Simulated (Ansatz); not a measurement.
```yaml
crystal:
  periodic: [false, false, false]
  atoms:
    - {symbol: C, position_ang: [-1.994109, -0.602535, -0.005441]}
    - {symbol: Ge, position_ang: [-0.361204, 0.308150, 0.002562]}
    - {symbol: S, position_ang: [1.573647, -0.530778, -0.004262]}
    - {symbol: H, position_ang: [-0.268361, 1.857530, 0.015750]}
basis:
  gaussian: {orbitals: def2-TZVP}
magnetization: {spin_polarized: true, initial_magnetization: 3}
hamiltonian: {xc: pbe0}
relax: {f_tol: 0.004, max_steps: 80}
```

```sh
$ ansatz run in.yaml --threads 1 --pin off --events-out ev --progress --plain --max-ram 2176MiB
```

Steps of the relaxation (energy above the last step; positions in Å, forces in eV/Å):

```
4
step 1, 195.7 meV
C    -1.994   -0.603   -0.005   -0.426   -0.067   -0.001
Ge   -0.361    0.308    0.003    2.287   -0.025    0.000
S     1.574   -0.531   -0.004   -1.317    0.289    0.002
H    -0.268    1.858    0.016   -0.544   -0.197   -0.002
```

```
4
step 2, 19.8 meV
C    -1.932   -0.543   -0.005   -0.323   -0.114   -0.001
Ge   -0.259    0.322    0.003    0.797    0.362    0.003
S     1.557   -0.621   -0.005   -0.376    0.128    0.001
H    -0.416    1.874    0.016   -0.098   -0.376   -0.003
```

```
4
step 3, 2.0 meV
C    -1.922   -0.514   -0.005   -0.119   -0.080   -0.001
Ge   -0.219    0.330    0.003   -0.127    0.255    0.002
S     1.552   -0.636   -0.005    0.214   -0.117   -0.001
H    -0.461    1.852    0.016    0.032   -0.059    0.000
```

```
4
step 6, 0.0 meV
C    -1.929   -0.521   -0.005    0.000    0.000    0.000
Ge   -0.223    0.335    0.003   -0.002    0.001    0.000
S     1.556   -0.636   -0.005    0.002   -0.001    0.000
H    -0.454    1.854    0.016    0.000   -0.001    0.000
```

Close pairs at the end: Ge2–H4 1.536 Å, C1–Ge2 1.909 Å, Ge2–S3 2.026 Å.

A stationary point of unrestricted PBE0 after 6 steps, with ⟨S²⟩ = 3.775 against 3.75 for a pure state; no frequencies were run, so it isn't proven a minimum. 58 s on 1 thread of Arm Neoverse V1, shared host.
